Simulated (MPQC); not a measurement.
# [P2H3]− (SMILES [PH-]P) at 6 levels

Wanted: a comparison of 6 runs (HF/STO-3G, HF/3-21G, HF/def2-SVP, B3LYP/cc-pVDZ, PBE0/cc-pVDZ, PBE0/def2-SVP) of [P2H3]−. 

Program for the calculation: MPQC 2.3.1.

### Step 1. The structure to begin with

[P2H3]− has 5 atoms, charge -1, and is taken as a singlet. SMILES: `[PH-]P`. The shape is that of a GFN2-xTB optimisation. This is one conformer, not always the lowest.

Bond lengths: P1–P2 2.086 Å, P1–H3 1.369 Å, P2–H4 1.401 Å, P2–H5 1.400 Å. Angles: P1–P2–H4 101.9°, P1–P2–H5 101.8°, P2–P1–H3 90.4°, H4–P2–H5 88.6°.

### Step 2. Energy and forces at HF/STO-3G (run 1)

Contents of mol.in:

```
% emacs should use -*- KeyVal -*- mode
molecule<Molecule>: (
    symmetry = c1
    unit = bohr
    { atoms geometry } = {
        P  [ 1.49320489 -2.09646216 0.27176151 ]
        P  [ -0.90240092 1.03228179 0.14375147 ]
        H  [ 0.52823514 -2.76381894 2.57834232 ]
        H  [ -1.85924484 0.88849253 -2.32092383 ]
        H  [ 0.74018683 2.93950678 -0.67295037 ]
    }
)
basis<GaussianBasisSet>: (
    name = "STO-3G"
    molecule = $:molecule
    basisdir = "."
    puream = yes
)
mpqc: (
    checkpoint = no
    savestate = no
    restart = no
    do_energy = yes
    do_gradient = yes
    optimize = no
    mole<CLHF>: (
        molecule = $:molecule
        basis = $:basis
        total_charge = -1
        memory = 1000000000
        print_evals = yes
        print_npa = yes
        maxiter = 120
        value_accuracy = 1e-08
        guess_wavefunction<CLHF>: (
            molecule = $:molecule
            total_charge = -1
            memory = 1000000000
            value_accuracy = 1e-3
            basis<GaussianBasisSet>: (
                name = "STO-2G"
                molecule = $:molecule
            )
        )
    )
)
```

The basis set STO-3G is read from a file made from the Basis Set Exchange's data (not shown).

The run is started by

```sh
mpqc mol.in > mol.out
```

The log of the run:

```text
MPQC: Massively Parallel Quantum Chemistry
[...]
  LUMO is    18   A =   0.731147
  total scf energy = -675.3355659443
[...]
Value of the MolecularEnergy: -675.3355659443
  Gradient of the MolecularEnergy:
      1   -0.0219625271
      2    0.0206858410
      3    0.0086504108
      4    0.0135359280
      5   -0.0298832481
      6    0.0163646878
      7    0.0030399522
      8    0.0086283053
      9   -0.0152941437
     10    0.0029922831
     11    0.0005856637
     12   -0.0047641296
[...]
      symmetry = c1
[...]
```

It took 0.18 s on 1 thread of Arm Neoverse V2, shared host.

### Step 3. Energy and forces at HF/3-21G (run 2)

Contents of run.in:

```
molecule<Molecule>: (
  symmetry = c1
  unit = angstrom
  { atoms geometry } = {
    P  [ 0.790170      -1.109400       0.143810 ]
    P  [ -0.477530       0.546260       0.076070 ]
    H  [ 0.279530      -1.462550       1.364400 ]
    H  [ -0.983870       0.470170      -1.228180 ]
    H  [ 0.391690       1.555520      -0.356110 ]
  }
)
basis<GaussianBasisSet>: (
  name = "3-21G"
  molecule = $:molecule
  basisdir = "."
  puream = yes
)
mpqc: (
  checkpoint = no
  savestate = no
  restart = no
  do_energy = yes
  do_gradient = yes
  optimize = no
  mole<CLHF>: (
    molecule = $:molecule
    basis = $:basis
    total_charge = -1
    memory = 1000000000
    print_evals = yes
    print_npa = yes
    maxiter = 120
    value_accuracy = 1e-08
    guess_wavefunction<CLHF>: (
      molecule = $:molecule
      total_charge = -1
      memory = 1000000000
      value_accuracy = 1e-3
      basis<GaussianBasisSet>: (
        name = "3-21G"
        molecule = $:molecule
      )
    )
  )
)
```

The basis set 3-21G is read from a file made from the Basis Set Exchange's data (not shown).

The run is started by

```sh
mpqc run.in > run.out
```

The log of the run:

```text
MPQC: Massively Parallel Quantum Chemistry
[...]
  LUMO is    18   A =   0.378085
  total scf energy = -679.6854441754
[...]
Value of the MolecularEnergy: -679.6854441754
  Gradient of the MolecularEnergy:
      1   -0.0536015969
      2    0.0544803703
      3    0.0160723436
      4    0.0410173795
      5   -0.0543185735
      6    0.0034636514
      7    0.0063659805
      8    0.0171681566
      9   -0.0308838169
     10    0.0145738385
     11    0.0004234414
     12    0.0128558963
[...]
      symmetry = c1
[...]
```

It took 0.4 s on 1 thread of Arm Neoverse V2, shared host.

### Step 4. Energy and gradient at HF/def2-SVP (run 3)

Contents of input.in:

```
molecule<Molecule>: (
  symmetry = c1
  unit = angstrom
  { atoms geometry } = {
    P  [ 0.790170      -1.109400       0.143810 ]
    P  [ -0.477530       0.546260       0.076070 ]
    H  [ 0.279530      -1.462550       1.364400 ]
    H  [ -0.983870       0.470170      -1.228180 ]
    H  [ 0.391690       1.555520      -0.356110 ]
  }
)
basis<GaussianBasisSet>: (
  name = "def2-SVP"
  molecule = $:molecule
  basisdir = "."
  puream = yes
)
mpqc: (
  checkpoint = no
  savestate = no
  restart = no
  do_energy = yes
  do_gradient = yes
  optimize = no
  mole<CLHF>: (
    molecule = $:molecule
    basis = $:basis
    total_charge = -1
    memory = 1000000000
    print_evals = yes
    print_npa = yes
    maxiter = 120
    value_accuracy = 1e-08
    guess_wavefunction<CLHF>: (
      molecule = $:molecule
      total_charge = -1
      memory = 1000000000
      value_accuracy = 1e-3
      basis<GaussianBasisSet>: (
        name = "STO-2G"
        molecule = $:molecule
      )
    )
  )
)
```

The basis set def2-SVP is read from a file made from the Basis Set Exchange's data (not shown).

The run is started by

```sh
mpqc input.in > input.out
```

The log of the run:

```text
MPQC: Massively Parallel Quantum Chemistry
[...]
  LUMO is    18   A =   0.374598
  total scf energy = -682.9734290670
[...]
Value of the MolecularEnergy: -682.9734290670
  Gradient of the MolecularEnergy:
      1   -0.0277514902
      2    0.0231357650
      3    0.0144494151
      4    0.0151410041
      5   -0.0187340551
      6   -0.0000706255
      7    0.0064938514
      8    0.0125794616
      9   -0.0254665820
     10    0.0122247606
     11   -0.0012467703
     12    0.0112634277
[...]
      symmetry = c1
[...]
```

Wall time 2 s (1 thread of Arm Neoverse V2, shared host); peak memory 0.12 GiB.

Runs 4 to 5 aren't shown in full; the table further down has their settings and results.

### Step 5. Energy and gradient at PBE0/def2-SVP (run 6)

Contents of run.in:

```
molecule<Molecule>: (
  symmetry = c1
  unit = angstrom
  { atoms geometry } = {
    P  [ 0.790170 -1.109400 0.143810 ]
    P  [ -0.477530 0.546260 0.076070 ]
    H  [ 0.279530 -1.462550 1.364400 ]
    H  [ -0.983870 0.470170 -1.228180 ]
    H  [ 0.391690 1.555520 -0.356110 ]
  }
)
basis<GaussianBasisSet>: (
  name = "def2-SVP"
  molecule = $:molecule
  basisdir = "."
  puream = yes
)
mpqc: (
  checkpoint = no
  savestate = no
  restart = no
  do_energy = yes
  do_gradient = yes
  optimize = no
  mole<CLKS>: (
    molecule = $:molecule
    basis = $:basis
    total_charge = -1
    memory = 1000000000
    print_evals = yes
    print_npa = yes
    maxiter = 120
    value_accuracy = 1e-08
    functional<SumDenFunctional>: (
      a0 = 0.25
      coefs = [ 0.75 1 ]
      funcs: [ <PBEXFunctional>: () <PBECFunctional>: () ]
    )
    integrator<RadialAngularIntegrator>: ( grid = xfine )
    guess_wavefunction<CLHF>: (
      molecule = $:molecule
      total_charge = -1
      memory = 1000000000
      value_accuracy = 1e-3
      basis<GaussianBasisSet>: (
        name = "STO-2G"
        molecule = $:molecule
      )
    )
  )
)
```

The basis set def2-SVP is read from a file made from the Basis Set Exchange's data (not shown).

The run is started by

```sh
mpqc run.in > run.out
```

The log of the run:

```text
MPQC: Massively Parallel Quantum Chemistry
[...]
  Integrated electron density error = -0.000244664448
  iter     1 energy = -683.6115165592 delta = 2.10487e-01
  Integrated electron density error = 0.000089169968
  iter     2 energy = -683.9958466981 delta = 5.02085e-02
[...]
  Integrated electron density error = 0.000000132056
  iter    11 energy = -684.0201599712 delta = 4.98044e-07
  Integrated electron density error = 0.000000132057
  iter    12 energy = -684.0201599712 delta = 1.66707e-07
  Integrated electron density error = 0.000000132057
  iter    13 energy = -684.0201599712 delta = 1.91939e-08
[...]
  LUMO is    18   A =   0.250648
  total scf energy = -684.0201599712
[...]
  Integrated electron density error = 0.000000132848
  Total Gradient:
[...]
Value of the MolecularEnergy: -684.0201599712
  Gradient of the MolecularEnergy:
      1   -0.0272553133
      2    0.0172632983
      3    0.0208638515
      4    0.0151046454
      5   -0.0062388567
      6   -0.0155831347
      7    0.0098935927
      8    0.0111144822
      9   -0.0289427134
     10    0.0120248330
     11   -0.0024871403
     12    0.0186596809
[...]
        symmetry = c1
[...]
```

It took 15 s on 1 thread of Arm Neoverse V2, shared host; peak memory 0.13 GiB.

### Step 6. The series

```
run          level  starting guess  integration grid  energy (Eh)  HOMO energy (eV)  LUMO energy (eV)  HOMO–LUMO gap (eV)  wall time
  1      HF/STO-3G          STO-2G                 –  -675.335566              4.29             19.90               15.61     0.18 s
  2       HF/3-21G           3-21G                 –  -679.685444             -1.50             10.29               11.79      0.4 s
  3    HF/def2-SVP          STO-2G                 –  -682.973429             -1.23             10.19               11.43        2 s
  4  B3LYP/cc-pVDZ          STO-2G             xfine  -684.532942              1.27              6.51                5.24       23 s
  5   PBE0/cc-pVDZ          STO-3G             xfine  -684.237199              0.96              6.71                5.75       24 s
  6  PBE0/def2-SVP          STO-2G             xfine  -684.020160              1.04              6.82                5.78       15 s
```

### Step 7. What came out

| quantity | value |
| --- | --- |
| run 6: total energy | -684.02016 Eh |
| run 6: HOMO energy | 1.04 eV |
| run 6: LUMO energy | 6.82 eV |
| run 6: HOMO–LUMO gap (to an unbound level, set by the basis) | 5.78 eV |
| run 6: largest force on an atom | 1.976 eV/Å |

In words: The HOMO–LUMO gap runs from 5.24 eV (B3LYP/cc-pVDZ) to 15.61 eV (HF/STO-3G). The two ends differ in method and basis. The empty levels of an anion lie above zero and hang on the basis. Totals of different functionals can't be ranked against each other. In runs 1, 4, 5, 6 the HOMO lies above zero, so the outermost electron may be held by the basis alone. In run 1 the basis is minimal, so the values are rough. All runs together took 65 s, the longest 24 s.
